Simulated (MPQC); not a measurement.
**One shape, several levels: BH2F (SMILES BF)**

Wanted: a comparison of 6 runs (HF/STO-3G, HF/3-21G, HF/def2-SVP, PBE0/def2-SVP, SVWN5/6-31G**, PBE/def2-TZVP) of BH2F. 

Program for the calculation: MPQC 2.3.1.

2 further runs of the same task are left out: 1 that didn't finish, 1 set aside as unsound or not needed.

**1. The structure to begin with**

BH2F: 4 atoms, total charge 0, spin state singlet. SMILES: `BF`. The shape is that of a PBE0-D4/def2-TZVP optimisation.

Bond lengths: B1–F2 1.317 Å, B1–H3 1.197 Å, B1–H4 1.198 Å. Angles: F2–B1–H3 117.8°, F2–B1–H4 117.8°, H3–B1–H4 124.4°.

**2. Energy and gradient at HF/STO-3G (run 1)**

Input file mol.in:

```
molecule<Molecule>: (
   symmetry = c1
   unit = angstrom
   { atoms geometry } = {
      B  [ -0.027300      -0.004000      -0.030800 ]
      F  [ 1.061200      -0.296700       0.649900 ]
      H  [ -1.012500      -0.649100       0.186200 ]
      H  [ 0.034200       0.889600      -0.825600 ]
   }
)
basis<GaussianBasisSet>: (
   name = "STO-3G"
   molecule = $:molecule
   basisdir = "."
   puream = yes
)
mpqc: (
   checkpoint = no
   savestate = no
   restart = no
   do_energy = yes
   do_gradient = yes
   optimize = no
   mole<CLHF>: (
      molecule = $:molecule
      basis = $:basis
      total_charge = 0
      memory = 1000000000
      print_evals = yes
      print_npa = yes
      maxiter = 120
      value_accuracy = 1e-08
      guess_wavefunction<ExtendedHuckelWfn>: (
         molecule = $:molecule
         total_charge = 0
         multiplicity = 1
         basis<GaussianBasisSet>: (
            name = "STO-3G"
            molecule = $:molecule
         )
      )
   )
)
```

The basis set STO-3G is read from a file made from the Basis Set Exchange's data (not shown).

Command:

```sh
$ mpqc mol.in > mol.out
```

The log of the run:

```text
MPQC: Massively Parallel Quantum Chemistry
[...]
  CLSCF::init: total charge = 0
[...]
  nbasis = 12
[...]
  iter     1 energy = -122.7765099462 delta = 5.72445e-01
[...]
  LUMO is     9   A =   0.275503
  total scf energy = -123.6015100302
[...]
Value of the MolecularEnergy: -123.6015100302
  Gradient of the MolecularEnergy:
      1   -0.0132355635
      2    0.0035179464
      3   -0.0082328289
      4    0.0220022935
      5   -0.0059057282
      6    0.0137476638
      7   -0.0141597371
      8   -0.0131796153
      9    0.0066945963
     10    0.0053930071
     11    0.0155673970
     12   -0.0122094313
[...]
      symmetry = c1
[...]
```

It took 0.18 s on 1 thread of AMD EPYC 7B13 (Zen 3), shared host.

**3. Energy and gradient at HF/3-21G (run 2)**

Input file input.in:

```
% emacs should use -*- KeyVal -*- mode
molecule<Molecule>: (
   symmetry = c1
   unit = angstrom
   { atoms geometry } = {
      B  [ -0.027300 -0.004000 -0.030800 ]
      F  [ 1.061200 -0.296700 0.649900 ]
      H  [ -1.012500 -0.649100 0.186200 ]
      H  [ 0.034200 0.889600 -0.825600 ]
   }
)
basis<GaussianBasisSet>: (
   name = "3-21G"
   molecule = $:molecule
   basisdir = "."
   puream = yes
)
mpqc: (
   checkpoint = no
   savestate = no
   restart = no
   do_energy = yes
   do_gradient = yes
   optimize = no
   mole<CLHF>: (
      molecule = $:molecule
      basis = $:basis
      total_charge = 0
      memory = 1000000000
      print_evals = yes
      print_npa = yes
      maxiter = 120
      value_accuracy = 1e-08
      guess_wavefunction<ExtendedHuckelWfn>: (
         molecule = $:molecule
         total_charge = 0
         multiplicity = 1
         basis<GaussianBasisSet>: (
            name = "STO-3G"
            molecule = $:molecule
         )
      )
   )
)
```

The basis set 3-21G is read from a file made from the Basis Set Exchange's data (not shown).

Command:

```sh
$ mpqc input.in > input.out
```

The log of the run:

```text
MPQC: Massively Parallel Quantum Chemistry
[...]
  CLSCF::init: total charge = 0
[...]
  nbasis = 22
[...]
  iter     1 energy = -123.7095180803 delta = 2.38575e-01
[...]
  LUMO is     9   A =   0.111509
  total scf energy = -124.6456435027
[...]
Value of the MolecularEnergy: -124.6456435027
  Gradient of the MolecularEnergy:
      1    0.0302070388
      2   -0.0081567688
      3    0.0189273867
      4   -0.0265166166
      5    0.0071404324
      6   -0.0165932795
      7   -0.0052615366
      8   -0.0045139136
      9    0.0021352858
     10    0.0015711144
     11    0.0055302500
     12   -0.0044693930
[...]
      symmetry = c1
[...]
```

It took 0.22 s on 1 thread of AMD EPYC 7B13 (Zen 3), shared host.

Runs 3 to 4 aren't shown in full; the table further down has their settings and results.

**4. Energy and forces at SVWN5/6-31G(d,p) (spherical functions) (run 5)**

Input file input.in:

```
% BFH2
molecule<Molecule>: (
  symmetry = c1
  unit = angstrom
  { atoms geometry } = {
    B  [ -0.027300    -0.004000    -0.030800 ]
    F  [ 1.061200    -0.296700     0.649900 ]
    H  [ -1.012500    -0.649100     0.186200 ]
    H  [ 0.034200     0.889600    -0.825600 ]
  }
)
basis<GaussianBasisSet>: (
  name = "6-31G**"
  molecule = $:molecule
  basisdir = "."
  puream = yes
)
mpqc: (
  checkpoint = no
  savestate = no
  restart = no
  do_energy = yes
  do_gradient = yes
  optimize = no
  mole<CLKS>: (
    molecule = $:molecule
    basis = $:basis
    total_charge = 0
    memory = 1000000000
    print_evals = yes
    print_npa = yes
    maxiter = 120
    value_accuracy = 1e-08
    functional<StdDenFunctional>: ( name = "SVWN5" )
    integrator<RadialAngularIntegrator>: ( grid = xfine )
    guess_wavefunction<CLHF>: (
      molecule = $:molecule
      total_charge = 0
      memory = 1000000000
      value_accuracy = 1e-3
      basis<GaussianBasisSet>: (
        name = "STO-3G"
        molecule = $:molecule
      )
    )
  )
)
```

The basis set 6-31G** is read from a file made from the Basis Set Exchange's data (not shown).

Command:

```sh
$ mpqc -o input.out input.in
```

The log of the run:

```text
MPQC: Massively Parallel Quantum Chemistry
[...]
  Integrated electron density error = 0.002905518041
  iter     1 energy = -124.7854346161 delta = 1.44227e-01
  Integrated electron density error = 0.000138305972
  iter     2 energy = -124.6852120040 delta = 5.60737e-02
[...]
  Integrated electron density error = -0.000000747447
  iter    11 energy = -124.9684911777 delta = 7.36902e-07
  Integrated electron density error = -0.000000747443
  iter    12 energy = -124.9684911777 delta = 1.34854e-07
  Integrated electron density error = -0.000000747443
  iter    13 energy = -124.9684911777 delta = 6.25332e-08
[...]
  LUMO is     9   A =  -0.074677
  total scf energy = -124.9684911777
[...]
  Integrated electron density error = -0.000000748844
  Total Gradient:
[...]
Value of the MolecularEnergy: -124.9684911777
  Gradient of the MolecularEnergy:
      1   -0.0042105161
      2    0.0011232053
      3   -0.0025968162
      4    0.0005116217
      5   -0.0001516906
      6    0.0003077968
      7    0.0044255366
      8    0.0032994765
      9   -0.0013441247
     10   -0.0007266422
     11   -0.0042709912
     12    0.0036331440
[...]
        symmetry = c1
[...]
```

Run time: 4.2 s. Hardware: 1 thread of AMD EPYC 7B13 (Zen 3), shared host.

**5. Energy and gradient at PBE/def2-TZVP (run 6)**

Input file run.in:

```
% BFH2
molecule<Molecule>: (
    symmetry = c1
    unit = angstrom
    { atoms geometry } = {
        B  [ -0.027300    -0.004000    -0.030800 ]
        F  [ 1.061200    -0.296700     0.649900 ]
        H  [ -1.012500    -0.649100     0.186200 ]
        H  [ 0.034200     0.889600    -0.825600 ]
    }
)
basis<GaussianBasisSet>: (
    name = "def2-TZVP"
    molecule = $:molecule
    basisdir = "."
    puream = yes
)
mpqc: (
    checkpoint = no
    savestate = no
    restart = no
    do_energy = yes
    do_gradient = yes
    optimize = no
    mole<CLKS>: (
        molecule = $:molecule
        basis = $:basis
        total_charge = 0
        memory = 1000000000
        print_evals = yes
        print_npa = yes
        maxiter = 120
        value_accuracy = 1e-08
        functional<StdDenFunctional>: ( name = "PBE" )
        integrator<RadialAngularIntegrator>: ( grid = xfine )
        guess_wavefunction<CLHF>: (
            molecule = $:molecule
            total_charge = 0
            memory = 1000000000
            value_accuracy = 1e-3
            basis<GaussianBasisSet>: (
                name = "MINI (Huzinaga)"
                molecule = $:molecule
            )
        )
    )
)
```

The basis set def2-TZVP is read from a file made from the Basis Set Exchange's data (not shown).

Command:

```sh
$ mpqc -o run.out run.in
```

The log of the run:

```text
MPQC: Massively Parallel Quantum Chemistry
[...]
  Integrated electron density error = 0.001093341374
  iter     1 energy = -125.5254741651 delta = 4.94559e-02
  Integrated electron density error = 0.000022467250
  iter     2 energy = -125.6951083456 delta = 1.92688e-02
[...]
  Integrated electron density error = -0.000000599183
  iter    11 energy = -125.8313745729 delta = 2.79431e-07
  Integrated electron density error = -0.000000599178
  iter    12 energy = -125.8313745730 delta = 8.48646e-08
  Integrated electron density error = -0.000000599178
  iter    13 energy = -125.8313745730 delta = 2.95798e-08
[...]
  LUMO is     9   A =  -0.081466
  total scf energy = -125.8313745730
[...]
  Integrated electron density error = -0.000000608441
  Total Gradient:
[...]
Value of the MolecularEnergy: -125.8313745730
  Gradient of the MolecularEnergy:
      1    0.0063798089
      2   -0.0017342655
      3    0.0040224308
      4   -0.0089466816
      5    0.0024022959
      6   -0.0056044093
      7    0.0027774832
      8    0.0018606978
      9   -0.0006517928
     10   -0.0002106105
     11   -0.0025287282
     12    0.0022337713
[...]
        symmetry = c1
[...]
```

Wall time 32 s (1 thread of AMD EPYC 7B13 (Zen 3), shared host); peak memory 0.5 GiB.

**6. The series**

| run | level | starting guess | integration grid | energy (Eh) | HOMO energy (eV) | LUMO energy (eV) | HOMO–LUMO gap (eV) | wall time |
| --- | --- | --- | --- | --- | --- | --- | --- | --- |
| 1 | HF/STO-3G | huckel STO-3G | – | -123.601510 | -10.94 | 7.50 | 18.43 | 0.18 s |
| 2 | HF/3-21G | huckel STO-3G | – | -124.645644 | -13.14 | 3.03 | 16.18 | 0.22 s |
| 3 | HF/def2-SVP | STO-3G | – | -125.223623 | -13.25 | 2.71 | 15.96 | 0.53 s |
| 4 | PBE0/def2-SVP | STO-3G | xfine | -125.688512 | -9.24 | -0.99 | 8.24 | 7.8 s |
| 5 | SVWN5/6-31G** (spherical functions) | STO-3G | xfine | -124.968491 | -7.44 | -2.03 | 5.41 | 4.2 s |
| 6 | PBE/def2-TZVP | MINI (Huzinaga) | xfine | -125.831375 | -7.74 | -2.22 | 5.52 | 32 s |

**7. Summary of results**

```
                       quantity          value
            run 6: total energy  -125.83137 Eh
             run 6: HOMO energy       -7.74 eV
             run 6: LUMO energy       -2.22 eV
           run 6: HOMO–LUMO gap        5.52 eV
run 6: largest force on an atom     0.557 eV/Å
```

In words: The HOMO–LUMO gap runs from 5.41 eV (SVWN5/6-31G**) to 18.43 eV (HF/STO-3G). The two ends differ in method and basis. Totals of different functionals can't be ranked against each other. In run 1 the basis is minimal, so the values are rough. All runs together took 44 s, the longest 32 s.
